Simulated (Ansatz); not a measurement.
# BH₂+ (singlet): the correlation ladder at distance B1–H2 = 1.179 Å, aug-cc-pVTZ

How much of the correlation energy of BH₂+ (singlet) does each wave-function method recover here?

Method: aug-cc-pVTZ, core rule «outside noble gas», up to 1 orbitals frozen; program: Ansatz 0.2.0, Gaussian basis.

Plan: UHF; CCSD(T) on RHF; BCCD(T) on RHF; CCSDT(Q) on RHF; CASSCF and NEVPT2, 4 electrons in 6 orbitals; Full CI.

18 further runs of the same task are left out: 11 that didn't finish, 7 set aside as unsound or not needed.

### 1 What is computed

The geometry derives from a PBE0/def2-TZVP stationary point (not a proven minimum). One bond is set to the value named and the two fragments are kept rigid.

3 atoms, charge 1, spin multiplicity 1.

Atoms are counted from 1 here; the program's logs count them from 0.

Bond lengths: B1–H2 1.179 Å, B1–H3 1.179 Å. Angles: H2–B1–H3 180.0°.

Coordinates:

| atom | x (Å) | y (Å) | z (Å) |
| --- | --- | --- | --- |
| B1 | 0.00000 | 0.00000 | 0.00000 |
| H2 | 0.00000 | 0.00000 | -1.17918 |
| H3 | 0.00000 | 0.00000 | 1.17918 |

### 2 UHF

Input file in.yaml:

```yaml
crystal:
  periodic: [false, false, false]
  atoms:
    - {symbol: B, position_ang: [0.000000, 0.000000, 0.000000]}
    - {symbol: H, position_ang: [0.000000, 0.000000, -1.179181]}
    - {symbol: H, position_ang: [0.000000, 0.000000, 1.179181]}
basis:
  gaussian: {orbitals: aug-cc-pVTZ}
total_charge: 1
magnetization: {spin_polarized: true, initial_magnetization: 0}
hamiltonian: {xc: hf}
output: {orbitals: {seedname: orbitals}}
```

Launch:

```sh
> ansatz run in.yaml --threads 1 --pin off --events-out ev --progress --plain --max-ram 2393MiB
```

Further steps of the session: CCSD(T) on RHF; BCCD(T) on RHF; CCSDT(Q) on RHF; CASSCF and NEVPT2, 4 electrons in 6 orbitals; Full CI.

**Question.** What will the summary of the whole plan be? Wanted: FCI below the RHF energy; RMP2 from FCI; RCCSD from FCI; RCCSD(T) from FCI; RCCSDT(Q) from FCI; NEVPT2 valence from FCI; T1 diagnostic; effectively unpaired electrons.

The runs gave:

```
                         quantity                                        value
         FCI below the RHF energy                                   -2.3694 eV
                    RMP2 from FCI                                   +488.5 meV
                   RCCSD from FCI                                    +33.4 meV
                RCCSD(T) from FCI                                     +7.3 meV
               RCCSDT(Q) from FCI                                     +0.1 meV
          NEVPT2 valence from FCI                                   +261.1 meV
levels within 1 kcal/mol (43 meV)  RCCSD, RCCSD(T), BCCD(T), RCCSDT, RCCSDT(Q)
                    T1 diagnostic                                        0.006
   effectively unpaired electrons                                         0.02
```

RCCSD(T) misses by +7.3 meV, 0.3 % of the correlation energy. One determinant dominates. These misses are within one basis, not against nature.
